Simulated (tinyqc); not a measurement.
Worked calculation (part 1 of 2): UHF in the sto-3g basis, for H2O, spin multiplicity 3. Computed by tinyqc, a small Python program that keeps every step (integrals from PySCF). Settings: charge = 0, multiplicity = 3, basis = sto-3g, energy threshold = 1e-08, iteration cap = 76, orthogonalisation = canonical, start = core, DIIS depth = 0, method = UHF. Command: `OMP_NUM_THREADS=1 python tinyqc.py 21625 21626 out.jsonl` (the two numbers bound the seeds that draw the settings). One thread of a shared host (Intel(R) Xeon(R) Processor @ 2.60GHz), about 0.2 s of CPU time with the checks. Later iterations appear only in the table of the cycle.

## One-electron integrals

Geometry (angstrom):
```
atom,x,y,z
O,0.000000,0.000000,0.000000
H,0.000000,0.978000,0.900000
H,0.000000,-0.978000,0.900000
```

Basis sto-3g: exponents (1/bohr^2) and contraction coefficients of normalised primitives:
```
element,l (shell),exponent,coefficient
O,s (1),130.709320,0.154329
O,s (1),23.808861,0.535328
O,s (1),6.443608,0.444635
O,s (2),5.033151,-0.099967
O,s (2),1.169596,0.399513
O,s (2),0.380389,0.700115
O,p (3),5.033151,0.155916
O,p (3),1.169596,0.607684
O,p (3),0.380389,0.391957
H,s (1),3.425251,0.154329
H,s (1),0.623914,0.535328
H,s (1),0.168855,0.444635
```

Overlap, kinetic and nuclear-attraction integrals over the contracted functions; the nuclear repulsion is the sum of Za Zb / Rab.

nuclear repulsion = 6.64093403 hartree

overlap S:
```
,1O 1s,1O 2s,1O 2px,1O 2py,1O 2pz,2H 1s,3H 1s
1O 1s,1.000000,0.236704,0.000000,0.000000,0.000000,0.022510,0.022510
1O 2s,0.236704,1.000000,0.000000,0.000000,0.000000,0.267648,0.267648
1O 2px,0.000000,0.000000,1.000000,0.000000,0.000000,0.000000,0.000000
1O 2py,0.000000,0.000000,0.000000,1.000000,0.000000,0.187232,-0.187232
1O 2pz,0.000000,0.000000,0.000000,0.000000,1.000000,0.172299,0.172299
2H 1s,0.022510,0.267648,0.000000,0.187232,0.172299,1.000000,0.128089
3H 1s,0.022510,0.267648,0.000000,-0.187232,0.172299,0.128089,1.000000
```

kinetic energy T (hartree):
```
,1O 1s,1O 2s,1O 2px,1O 2py,1O 2pz,2H 1s,3H 1s
1O 1s,29.003200,-0.168011,0.000000,0.000000,0.000000,-0.007258,-0.007258
1O 2s,-0.168011,0.808128,0.000000,0.000000,0.000000,0.014217,0.014217
1O 2px,0.000000,0.000000,2.528731,0.000000,0.000000,0.000000,0.000000
1O 2py,0.000000,0.000000,0.000000,2.528731,0.000000,0.059649,-0.059649
1O 2pz,0.000000,0.000000,0.000000,0.000000,2.528731,0.054891,0.054891
2H 1s,-0.007258,0.014217,0.000000,0.059649,0.054891,0.760032,-0.009519
3H 1s,-0.007258,0.014217,0.000000,-0.059649,0.054891,-0.009519,0.760032
```

nuclear attraction V (hartree):
```
,1O 1s,1O 2s,1O 2px,1O 2py,1O 2pz,2H 1s,3H 1s
1O 1s,-61.414754,-7.371567,0.000000,0.000000,-0.010904,-0.716279,-0.716279
1O 2s,-7.371567,-9.847454,0.000000,0.000000,-0.136574,-1.913826,-1.913826
1O 2px,0.000000,0.000000,-9.738298,0.000000,0.000000,0.000000,0.000000
1O 2py,0.000000,0.000000,0.000000,-9.797373,0.000000,-1.156111,1.156111
1O 2pz,-0.010904,-0.136574,0.000000,0.000000,-9.788325,-1.093467,-1.093467
2H 1s,-0.716279,-1.913826,0.000000,-1.156111,-1.093467,-4.655839,-0.647815
3H 1s,-0.716279,-1.913826,0.000000,1.156111,-1.093467,-0.647815,-4.655839
```

core Hamiltonian H = T + V (hartree):
```
,1O 1s,1O 2s,1O 2px,1O 2py,1O 2pz,2H 1s,3H 1s
1O 1s,-32.411554,-7.539578,0.000000,0.000000,-0.010904,-0.723537,-0.723537
1O 2s,-7.539578,-9.039326,0.000000,0.000000,-0.136574,-1.899609,-1.899609
1O 2px,0.000000,0.000000,-7.209567,0.000000,0.000000,0.000000,0.000000
1O 2py,0.000000,0.000000,0.000000,-7.268641,0.000000,-1.096463,1.096463
1O 2pz,-0.010904,-0.136574,0.000000,0.000000,-7.259594,-1.038576,-1.038576
2H 1s,-0.723537,-1.899609,0.000000,-1.096463,-1.038576,-3.895807,-0.657335
3H 1s,-0.723537,-1.899609,0.000000,1.096463,-1.038576,-0.657335,-3.895807
```

## Two-electron integrals

Functions are numbered as in S; the eight-fold symmetry (ij|kl) = (ji|kl) = (kl|ij) leaves the list below.

Two-electron integrals (ij|kl) in chemists' order, unique and non-zero (hartree):
```
i,j,k,l,(ij|kl)
1,1,1,1,4.785065
2,1,1,1,0.741380
2,1,2,1,0.136873
2,2,1,1,1.118947
2,2,2,1,0.256633
2,2,2,2,0.817206
3,1,3,1,0.024477
3,2,3,1,0.037809
3,2,3,2,0.180518
3,3,1,1,1.115814
3,3,2,1,0.256684
3,3,2,2,0.817023
3,3,3,3,0.880159
4,1,4,1,0.024477
4,2,4,1,0.037809
4,2,4,2,0.180518
4,3,4,3,0.047444
4,4,1,1,1.115814
4,4,2,1,0.256684
4,4,2,2,0.817023
4,4,3,3,0.785270
4,4,4,4,0.880159
5,1,5,1,0.024477
5,2,5,1,0.037809
5,2,5,2,0.180518
5,3,5,3,0.047444
5,4,5,4,0.047444
5,5,1,1,1.115814
5,5,2,1,0.256684
5,5,2,2,0.817023
5,5,3,3,0.785270
5,5,4,4,0.785270
5,5,5,5,0.880159
6,1,1,1,0.071230
6,1,2,1,0.013056
6,1,2,2,0.024381
6,1,3,3,0.024337
6,1,4,1,0.000418
6,1,4,2,0.000794
6,1,4,4,0.024411
6,1,5,1,0.000384
6,1,5,2,0.000731
6,1,5,4,0.000068
6,1,5,5,0.024399
6,1,6,1,0.001260
6,2,1,1,0.203852
6,2,2,1,0.047476
6,2,2,2,0.171395
6,2,3,3,0.168322
6,2,4,1,0.002589
6,2,4,2,0.021319
6,2,4,4,0.173220
6,2,5,1,0.002382
6,2,5,2,0.019619
6,2,5,4,0.004508
6,2,5,5,0.172470
6,2,6,1,0.004624
6,2,6,2,0.047771
6,3,3,1,0.004576
6,3,3,2,0.028038
6,3,4,3,0.004223
6,3,5,3,0.003886
6,3,6,3,0.006240
6,4,1,1,0.117983
6,4,2,1,0.027800
6,4,2,2,0.107248
6,4,3,3,0.102628
6,4,4,1,0.005875
6,4,4,2,0.040341
6,4,4,4,0.113939
6,4,5,1,0.001195
6,4,5,2,0.011322
6,4,5,4,0.006522
6,4,5,5,0.105054
6,4,6,1,0.002803
6,4,6,2,0.036422
6,4,6,4,0.033727
6,5,1,1,0.108574
6,5,2,1,0.025583
6,5,2,2,0.098695
6,5,3,3,0.094443
6,5,4,1,0.001195
6,5,4,2,0.011322
6,5,4,4,0.097079
6,5,5,1,0.005676
6,5,5,2,0.038457
6,5,5,4,0.006649
6,5,5,5,0.104448
6,5,6,1,0.002579
6,5,6,2,0.033517
6,5,6,4,0.025295
6,5,6,5,0.029517
6,6,1,1,0.394725
6,6,2,1,0.093355
6,6,2,2,0.388620
6,6,3,3,0.375093
6,6,4,1,0.005572
6,6,4,2,0.065373
6,6,4,4,0.396852
6,6,5,1,0.005128
6,6,5,2,0.060159
6,6,5,4,0.020023
6,6,5,5,0.393520
6,6,6,1,0.009125
6,6,6,2,0.147750
6,6,6,4,0.129011
6,6,6,5,0.118722
6,6,6,6,0.774606
7,1,1,1,0.071230
7,1,2,1,0.013056
7,1,2,2,0.024381
7,1,3,3,0.024337
7,1,4,1,-0.000418
7,1,4,2,-0.000794
7,1,4,4,0.024411
7,1,5,1,0.000384
7,1,5,2,0.000731
7,1,5,4,-0.000068
7,1,5,5,0.024399
7,1,6,1,0.001244
7,1,6,2,0.004502
7,1,6,4,0.002537
7,1,6,5,0.002515
7,1,6,6,0.008853
7,1,7,1,0.001260
7,2,1,1,0.203852
7,2,2,1,0.047476
7,2,2,2,0.171395
7,2,3,3,0.168322
7,2,4,1,-0.002589
7,2,4,2,-0.021319
7,2,4,4,0.173220
7,2,5,1,0.002382
7,2,5,2,0.019619
7,2,5,4,-0.004508
7,2,5,5,0.172470
7,2,6,1,0.004502
7,2,6,2,0.037850
7,2,6,4,0.020211
7,2,6,5,0.025820
7,2,6,6,0.093758
7,2,7,1,0.004624
7,2,7,2,0.047771
7,3,3,1,0.004576
7,3,3,2,0.028038
7,3,4,3,-0.004223
7,3,5,3,0.003886
7,3,6,3,0.004765
7,3,7,3,0.006240
7,4,1,1,-0.117983
7,4,2,1,-0.027800
7,4,2,2,-0.107248
7,4,3,3,-0.102628
7,4,4,1,0.005875
7,4,4,2,0.040341
7,4,4,4,-0.113939
7,4,5,1,-0.001195
7,4,5,2,-0.011322
7,4,5,4,0.006522
7,4,5,5,-0.105054
7,4,6,1,-0.002537
7,4,6,2,-0.020211
7,4,6,4,-0.006382
7,4,6,5,-0.013568
7,4,6,6,-0.047242
7,4,7,1,-0.002803
7,4,7,2,-0.036422
7,4,7,4,0.033727
7,5,1,1,0.108574
7,5,2,1,0.025583
7,5,2,2,0.098695
7,5,3,3,0.094443
7,5,4,1,-0.001195
7,5,4,2,-0.011322
7,5,4,4,0.097079
7,5,5,1,0.005676
7,5,5,2,0.038457
7,5,5,4,-0.006649
7,5,5,5,0.104448
7,5,6,1,0.002515
7,5,6,2,0.025820
7,5,6,4,0.013568
7,5,6,5,0.022124
7,5,6,6,0.069489
7,5,7,1,0.002579
7,5,7,2,0.033517
7,5,7,4,-0.025295
7,5,7,5,0.029517
7,6,1,1,0.063059
7,6,2,1,0.014853
7,6,2,2,0.059357
7,6,3,3,0.057835
7,6,4,4,0.058765
7,6,5,1,0.001077
7,6,5,2,0.011121
7,6,5,5,0.061406
7,6,6,1,0.001435
7,6,6,2,0.017275
7,6,6,4,0.011567
7,6,6,5,0.013677
7,6,6,6,0.060698
7,6,7,1,0.001435
7,6,7,2,0.017275
7,6,7,4,-0.011567
7,6,7,5,0.013677
7,6,7,6,0.008521
7,7,1,1,0.394725
7,7,2,1,0.093355
7,7,2,2,0.388620
7,7,3,3,0.375093
7,7,4,1,-0.005572
7,7,4,2,-0.065373
7,7,4,4,0.396852
7,7,5,1,0.005128
7,7,5,2,0.060159
7,7,5,4,-0.020023
7,7,5,5,0.393520
7,7,6,1,0.008853
7,7,6,2,0.093758
7,7,6,4,0.047242
7,7,6,5,0.069489
7,7,6,6,0.269465
7,7,7,1,0.009125
7,7,7,2,0.147750
7,7,7,4,-0.129011
7,7,7,5,0.118722
7,7,7,6,0.060698
7,7,7,7,0.774606
```

## Orthogonalisation

S = U s U^T; canonical form X = U s^(-1/2), so that X^T S X = 1. Each column of U has its largest component positive (the first on a tie).

eigenvalues of S: 0.564408  0.663535  0.883157  1.000000  1.115726  1.208376  1.564797

X:
```
,1,2,3,4,5,6,7
1O 1s,-0.433920,0.000000,0.675012,0.000000,0.606315,0.000000,0.227749
1O 2s,0.901555,0.000000,-0.288406,0.000000,0.333703,0.000000,0.468557
1O 2px,0.000000,0.000000,0.000000,1.000000,0.000000,0.000000,0.000000
1O 2py,0.000000,0.759202,0.000000,0.000000,0.000000,0.714881,0.000000
1O 2pz,0.428584,0.000000,0.694644,0.000000,-0.583522,0.000000,0.240189
2H 1s,-0.541755,-0.682163,-0.235533,0.000000,-0.195964,0.397808,0.393671
3H 1s,-0.541755,0.682163,-0.235533,0.000000,-0.195964,-0.397808,0.393671
```

## Starting guess

The start is the orbitals of the core Hamiltonian; D(s) = C_occ C_occ^T for each spin.

D(alpha) at the start:
```
,1O 1s,1O 2s,1O 2px,1O 2py,1O 2pz,2H 1s,3H 1s
1O 1s,1.063416,-0.276838,0.000000,0.000000,-0.016173,0.046933,0.046933
1O 2s,-0.276838,1.226882,0.000000,0.000000,0.103872,-0.301429,-0.301429
1O 2px,0.000000,0.000000,1.000000,0.000000,0.000000,0.000000,0.000000
1O 2py,0.000000,0.000000,0.000000,1.054826,0.000000,-0.091814,0.091814
1O 2pz,-0.016173,0.103872,0.000000,0.000000,1.064403,-0.186894,-0.186894
2H 1s,0.046933,-0.301429,0.000000,-0.091814,-0.186894,0.550344,0.534361
3H 1s,0.046933,-0.301429,0.000000,0.091814,-0.186894,0.534361,0.550344
```

D(beta) at the start:
```
,1O 1s,1O 2s,1O 2px,1O 2py,1O 2pz,2H 1s,3H 1s
1O 1s,1.062236,-0.266955,0.000000,0.000000,-0.010878,0.021917,0.021917
1O 2s,-0.266955,1.144119,0.000000,0.000000,0.059534,-0.091939,-0.091939
1O 2px,0.000000,0.000000,0.000000,0.000000,0.000000,0.000000,0.000000
1O 2py,0.000000,0.000000,0.000000,1.054826,0.000000,-0.091814,0.091814
1O 2pz,-0.010878,0.059534,0.000000,0.000000,1.040651,-0.074667,-0.074667
2H 1s,0.021917,-0.091939,0.000000,-0.091814,-0.074667,0.020087,0.004104
3H 1s,0.021917,-0.091939,0.000000,0.091814,-0.074667,0.004104,0.020087
```

## Iteration 1: building the Fock matrix

J_ij = sum D_kl (ij|kl) with D = D(alpha) + D(beta), K_ij = sum D_kl (ik|jl) for each spin; F = H + J - K(s); E = tr D H + tr D J / 2 - 0.5 sum_s tr D(s) K(s) + E_nn.

Coulomb J (hartree):
```
,1O 1s,1O 2s,1O 2px,1O 2py,1O 2pz,2H 1s,3H 1s
1O 1s,17.853574,3.378273,0.000000,0.000000,0.007584,0.322774,0.322774
1O 2s,3.378273,8.359790,0.000000,0.000000,0.058340,1.729584,1.729584
1O 2px,0.000000,0.000000,8.277544,0.000000,0.000000,0.000000,0.000000
1O 2py,0.000000,0.000000,0.000000,8.389911,0.000000,1.076739,-1.076739
1O 2pz,0.007584,0.058340,0.000000,0.000000,8.388510,1.003171,1.003171
2H 1s,0.322774,1.729584,0.000000,1.076739,1.003171,4.029232,0.602103
3H 1s,0.322774,1.729584,0.000000,-1.076739,1.003171,0.602103,4.029232
```

exchange K(alpha) (hartree):
```
,1O 1s,1O 2s,1O 2px,1O 2py,1O 2pz,2H 1s,3H 1s
1O 1s,4.922214,0.858686,0.000000,0.000000,0.000565,0.086800,0.086800
1O 2s,0.858686,1.441951,0.000000,0.000000,0.012890,0.290576,0.290576
1O 2px,0.000000,0.000000,1.181833,0.000000,0.000000,0.000000,0.000000
1O 2py,0.000000,0.000000,0.000000,1.188975,0.000000,0.139369,-0.139369
1O 2pz,0.000565,0.012890,0.000000,0.000000,1.191212,0.147856,0.147856
2H 1s,0.086800,0.290576,0.000000,0.139369,0.147856,0.463811,0.196980
3H 1s,0.086800,0.290576,0.000000,-0.139369,0.147856,0.196980,0.463811
```

exchange K(beta) (hartree):
```
,1O 1s,1O 2s,1O 2px,1O 2py,1O 2pz,2H 1s,3H 1s
1O 1s,4.896164,0.820551,0.000000,0.000000,0.000467,0.082835,0.082835
1O 2s,0.820551,1.251297,0.000000,0.000000,0.002808,0.220152,0.220152
1O 2px,0.000000,0.000000,0.299436,0.000000,0.000000,0.000000,0.000000
1O 2py,0.000000,0.000000,0.000000,1.133326,0.000000,0.109711,-0.109711
1O 2pz,0.000467,0.002808,0.000000,0.000000,1.132418,0.100328,0.100328
2H 1s,0.082835,0.220152,0.000000,0.109711,0.100328,0.068763,0.039280
3H 1s,0.082835,0.220152,0.000000,-0.109711,0.100328,0.039280,0.068763
```

F(alpha) (hartree):
```
,1O 1s,1O 2s,1O 2px,1O 2py,1O 2pz,2H 1s,3H 1s
1O 1s,-19.480195,-5.019990,0.000000,0.000000,-0.003886,-0.487563,-0.487563
1O 2s,-5.019990,-2.121488,0.000000,0.000000,-0.091124,-0.460601,-0.460601
1O 2px,0.000000,0.000000,-0.113856,0.000000,0.000000,0.000000,0.000000
1O 2py,0.000000,0.000000,0.000000,-0.067706,0.000000,-0.159093,0.159093
1O 2pz,-0.003886,-0.091124,0.000000,0.000000,-0.062296,-0.183261,-0.183261
2H 1s,-0.487563,-0.460601,0.000000,-0.159093,-0.183261,-0.330386,-0.252212
3H 1s,-0.487563,-0.460601,0.000000,0.159093,-0.183261,-0.252212,-0.330386
```

F(beta) (hartree):
```
,1O 1s,1O 2s,1O 2px,1O 2py,1O 2pz,2H 1s,3H 1s
1O 1s,-19.454144,-4.981855,0.000000,0.000000,-0.003787,-0.483598,-0.483598
1O 2s,-4.981855,-1.930834,0.000000,0.000000,-0.081042,-0.390178,-0.390178
1O 2px,0.000000,0.000000,0.768542,0.000000,0.000000,0.000000,0.000000
1O 2py,0.000000,0.000000,0.000000,-0.012057,0.000000,-0.129435,0.129435
1O 2pz,-0.003787,-0.081042,0.000000,0.000000,-0.003502,-0.135733,-0.135733
2H 1s,-0.483598,-0.390178,0.000000,-0.129435,-0.135733,0.064662,-0.094512
3H 1s,-0.483598,-0.390178,0.000000,0.129435,-0.135733,-0.094512,0.064662
```

total energy of this density = -74.00948857 hartree

## Iteration 1: diagonalisation and new density

Diagonalise F' = X^T F X, C = X C', fill 6 alpha and 4 beta electrons from the bottom; D(s) = C_occ C_occ^T. Each column has its largest component positive (the first on a tie).

F' = X^T F X (alpha) (hartree):
```
,1,2,3,4,5,6,7
1,-1.275327,0.000000,2.844759,0.000000,2.876054,0.000000,1.402569
2,0.000000,0.217795,0.000000,0.000000,0.000000,0.064753,0.000000
3,2.844759,0.000000,-6.854877,0.000000,-7.798425,0.000000,-3.973073
4,0.000000,0.000000,0.000000,-0.113856,0.000000,0.000000,0.000000
5,2.876054,0.000000,-7.798425,0.000000,-9.188223,0.000000,-4.837391
6,0.000000,0.064753,0.000000,0.000000,0.000000,-0.240319,0.000000
7,1.402569,0.000000,-3.973073,0.000000,-4.837391,0.000000,-3.336723
```

orbital energies (alpha) (hartree): MO1 -19.490169, MO2 -0.925655, MO3 -0.327148, MO4 -0.249295, MO5 -0.113856, MO6 0.087821, MO7 0.226772

coefficients C (alpha):
```
,MO1,MO2,MO3,MO4,MO5,MO6,MO7
1O 1s,0.993923,-0.238868,-0.130072,0.000000,0.000000,-0.039444,0.000000
1O 2s,0.025222,0.889303,0.617042,0.000000,0.000000,0.233766,0.000000
1O 2px,0.000000,0.000000,0.000000,0.000000,1.000000,0.000000,0.000000
1O 2py,0.000000,0.000000,0.000000,0.603858,0.000000,0.000000,0.850175
1O 2pz,0.001479,0.102359,-0.345489,0.000000,0.000000,0.966727,0.000000
2H 1s,-0.003556,0.173813,-0.580112,0.487711,0.000000,-0.419045,-0.621075
3H 1s,-0.003556,0.173813,-0.580112,-0.487711,0.000000,-0.419045,0.621075
```

F' = X^T F X (beta) (hartree):
```
,1,2,3,4,5,6,7
1,-0.980279,0.000000,2.923810,0.000000,3.010521,0.000000,1.270667
2,0.000000,0.409329,0.000000,0.000000,0.000000,-0.044875,0.000000
3,2.923810,0.000000,-6.770737,0.000000,-7.778128,0.000000,-4.084593
4,0.000000,0.000000,0.000000,0.768542,0.000000,0.000000,0.000000
5,3.010521,0.000000,-7.778128,0.000000,-9.082074,0.000000,-4.904924
6,0.000000,-0.044875,0.000000,0.000000,0.000000,-0.103020,0.000000
7,1.270667,0.000000,-4.084593,0.000000,-4.904924,0.000000,-3.037019
```

orbital energies (beta) (hartree): MO1 -19.462543, MO2 -0.719514, MO3 -0.106921, MO4 -0.056550, MO5 0.368498, MO6 0.413230, MO7 0.768542

coefficients C (beta):
```
,MO1,MO2,MO3,MO4,MO5,MO6,MO7
1O 1s,0.994469,-0.250716,0.000000,0.073436,0.078717,0.000000,0.000000
1O 2s,0.023035,0.957884,0.000000,-0.341587,-0.438324,0.000000,0.000000
1O 2px,0.000000,0.000000,0.000000,0.000000,0.000000,0.000000,1.000000
1O 2py,0.000000,0.000000,0.777941,0.000000,0.000000,-0.694443,0.000000
1O 2pz,0.001347,0.110176,0.000000,0.810991,-0.628137,0.000000,0.000000
2H 1s,-0.003197,0.093869,0.337239,0.279490,0.674845,0.714049,0.000000
3H 1s,-0.003197,0.093869,-0.337239,0.279490,0.674845,-0.714049,0.000000
```

D(alpha) after iteration 1:
```
,1O 1s,1O 2s,1O 2px,1O 2py,1O 2pz,2H 1s,3H 1s
1O 1s,1.063416,-0.276838,0.000000,0.000000,-0.016173,0.046933,0.046933
1O 2s,-0.276838,1.226882,0.000000,0.000000,0.103872,-0.301429,-0.301429
1O 2px,0.000000,0.000000,1.000000,0.000000,0.000000,0.000000,0.000000
1O 2py,0.000000,0.000000,0.000000,0.364645,0.000000,0.294509,-0.294509
1O 2pz,-0.016173,0.103872,0.000000,0.000000,1.064403,-0.186894,-0.186894
2H 1s,0.046933,-0.301429,0.000000,0.294509,-0.186894,0.780215,0.304490
3H 1s,0.046933,-0.301429,0.000000,-0.294509,-0.186894,0.304490,0.780215
```

D(beta) after iteration 1:
```
,1O 1s,1O 2s,1O 2px,1O 2py,1O 2pz,2H 1s,3H 1s
1O 1s,1.057219,-0.242334,0.000000,0.000000,0.033272,-0.006189,-0.006189
1O 2s,-0.242334,1.034754,0.000000,0.000000,-0.171456,-0.005628,-0.005628
1O 2px,0.000000,0.000000,0.000000,0.000000,0.000000,0.000000,0.000000
1O 2py,0.000000,0.000000,0.000000,0.605192,0.000000,0.262352,-0.262352
1O 2pz,0.033272,-0.171456,0.000000,0.000000,0.669846,0.237002,0.237002
2H 1s,-0.006189,-0.005628,0.000000,0.262352,0.237002,0.200667,-0.026794
3H 1s,-0.006189,-0.005628,0.000000,-0.262352,0.237002,-0.026794,0.200667
```

## Iteration 2: building the Fock matrix

As before.

Coulomb J (hartree):
```
,1O 1s,1O 2s,1O 2px,1O 2py,1O 2pz,2H 1s,3H 1s
1O 1s,16.896466,3.163522,0.000000,0.000000,0.007321,0.302368,0.302368
1O 2s,3.163522,7.828430,0.000000,0.000000,0.110036,1.667155,1.667155
1O 2px,0.000000,0.000000,7.763836,0.000000,0.000000,0.000000,0.000000
1O 2py,0.000000,0.000000,0.000000,7.823894,0.000000,1.051250,-1.051250
1O 2pz,0.007321,0.110036,0.000000,0.000000,7.873964,0.996265,0.996265
2H 1s,0.302368,1.667155,0.000000,1.051250,0.996265,4.179660,0.603730
3H 1s,0.302368,1.667155,0.000000,-1.051250,0.996265,0.603730,4.179660
```

exchange K(alpha) (hartree):
```
,1O 1s,1O 2s,1O 2px,1O 2py,1O 2pz,2H 1s,3H 1s
1O 1s,4.905973,0.835261,0.000000,0.000000,0.001570,0.085064,0.085064
1O 2s,0.835261,1.354866,0.000000,0.000000,0.028659,0.306662,0.306662
1O 2px,0.000000,0.000000,1.156292,0.000000,0.000000,0.000000,0.000000
1O 2py,0.000000,0.000000,0.000000,0.776015,0.000000,0.242034,-0.242034
1O 2pz,0.001570,0.028659,0.000000,0.000000,1.172141,0.166938,0.166938
2H 1s,0.085064,0.306662,0.000000,0.242034,0.166938,0.683389,0.137825
3H 1s,0.085064,0.306662,0.000000,-0.242034,0.166938,0.137825,0.683389
```

exchange K(beta) (hartree):
```
,1O 1s,1O 2s,1O 2px,1O 2py,1O 2pz,2H 1s,3H 1s
1O 1s,4.871564,0.794605,0.000000,0.000000,0.001621,0.080600,0.080600
1O 2s,0.794605,1.149180,0.000000,0.000000,-0.042560,0.283276,0.283276
1O 2px,0.000000,0.000000,0.264460,0.000000,0.000000,0.000000,0.000000
1O 2py,0.000000,0.000000,0.000000,0.897367,0.000000,0.223191,-0.223191
1O 2pz,0.001621,-0.042560,0.000000,0.000000,0.928279,0.210622,0.210622
2H 1s,0.080600,0.283276,0.000000,0.223191,0.210622,0.353672,0.076807
3H 1s,0.080600,0.283276,0.000000,-0.223191,0.210622,0.076807,0.353672
```

F(alpha) (hartree):
```
,1O 1s,1O 2s,1O 2px,1O 2py,1O 2pz,2H 1s,3H 1s
1O 1s,-20.421061,-5.211317,0.000000,0.000000,-0.005154,-0.506233,-0.506233
1O 2s,-5.211317,-2.565762,0.000000,0.000000,-0.055198,-0.539117,-0.539117
1O 2px,0.000000,0.000000,-0.602023,0.000000,0.000000,0.000000,0.000000
1O 2py,0.000000,0.000000,0.000000,-0.220762,0.000000,-0.287247,0.287247
1O 2pz,-0.005154,-0.055198,0.000000,0.000000,-0.557771,-0.209249,-0.209249
2H 1s,-0.506233,-0.539117,0.000000,-0.287247,-0.209249,-0.399536,-0.191429
3H 1s,-0.506233,-0.539117,0.000000,0.287247,-0.209249,-0.191429,-0.399536
```

F(beta) (hartree):
```
,1O 1s,1O 2s,1O 2px,1O 2py,1O 2pz,2H 1s,3H 1s
1O 1s,-20.386653,-5.170660,0.000000,0.000000,-0.005205,-0.501769,-0.501769
1O 2s,-5.170660,-2.360076,0.000000,0.000000,0.016022,-0.515731,-0.515731
1O 2px,0.000000,0.000000,0.289810,0.000000,0.000000,0.000000,0.000000
1O 2py,0.000000,0.000000,0.000000,-0.342114,0.000000,-0.268404,0.268404
1O 2pz,-0.005205,0.016022,0.000000,0.000000,-0.313910,-0.252933,-0.252933
2H 1s,-0.501769,-0.515731,0.000000,-0.268404,-0.252933,-0.069819,-0.130412
3H 1s,-0.501769,-0.515731,0.000000,0.268404,-0.252933,-0.130412,-0.069819
```

total energy of this density = -74.70195972 hartree
